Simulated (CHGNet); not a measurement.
**Tetragonal perovskite BaTiO3 (room-temperature form, which distorts further on cooling)**

Method: the machine-learned potential CHGNet 0.3.0 (trained on PBE and PBE+U data).

Cell (relaxed at this level):

```cif
data_BaO3Ti
_chemical_formula_sum 'Ba1 Ti1 O3'
_space_group_name_H-M_alt 'P 1'
_space_group_IT_number 1
_cell_length_a 4.00187
_cell_length_b 4.00187
_cell_length_c 4.19918
_cell_angle_alpha 90.000
_cell_angle_beta 90.000
_cell_angle_gamma 90.000
loop_
_space_group_symop_operation_xyz
  'x, y, z'
loop_
_atom_site_label
_atom_site_type_symbol
_atom_site_fract_x
_atom_site_fract_y
_atom_site_fract_z
_atom_site_occupancy
Ba1 Ba 0.00000 0.00000 0.01279 1
Ti1 Ti 0.50000 0.50000 0.52726 1
O1 O 0.50000 0.50000 0.96197 1
O2 O 0.00000 0.50000 0.48099 1
O3 O 0.50000 0.00000 0.48099 1
```

```json
{
  "lattice_parameter_a": "4.002 Å",
  "c axis length": "4.199 Å"
}
```

Measured, for comparison: lattice constant a 3.994 Å, lattice parameter c 4.034 Å (300 K, not corrected to a static lattice; as tabulated in Wikipedia's data pages). Computed (rounded) less measured: lattice constant a +0.2 %, lattice parameter c +4.1 %.

A machine-learned potential is trained on density-functional data: it inherits that level's misses and adds fitting errors of its own.

Note: the model gives imaginary modes for this phase (in the spectrum interpolated from a supercell); the relaxation could not lower the start's symmetry, so the cell can be a saddle point above a distorted one.
